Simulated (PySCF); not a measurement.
# Argon: a sound run and one with changed settings

Sound run: Ar [Ar], Ar⁺ [Ne] 3s2 3p5. Computed with PySCF 2.14 in x2c-SVPall, with the spin-free X2C one-electron Hamiltonian (Gaussian nucleus). In the sound run the correlated levels freeze [Ne]. The sound run starts from symmetry-adapted Hartree-Fock orbitals and uses a fine grid where one is needed.

Changed run: a valence shell is frozen. This setting is unsound on purpose.

| species | method | sound run (hartree) | changed run (hartree) | converged |
| --- | --- | --- | --- | --- |
| Ar | MP2 | -528.55330 | -528.52727 | yes |
| Ar | CCSD(T) | -528.56533 | -528.53714 | yes |
| Ar⁺ | MP2 | -527.99013 | -527.95435 | yes |
| Ar⁺ | CCSD(T) | -528.00746 | -527.96531 | yes |

Ionisation energy of Ar:

| method | sound run (eV) | changed run (eV) |
| --- | --- | --- |
| UHF | 14.589 | 14.589 |
| MP2 | 15.325 | 15.590 |
| SCS-MP2 | 15.237 | 15.540 |
| CCSD | 15.185 | 15.557 |
| CCSD(T) | 15.180 | 15.560 |

Freezing a valence shell removes pair correlation that changes on ionisation.

For comparison, NIST gives 15.760 eV between the lowest levels.
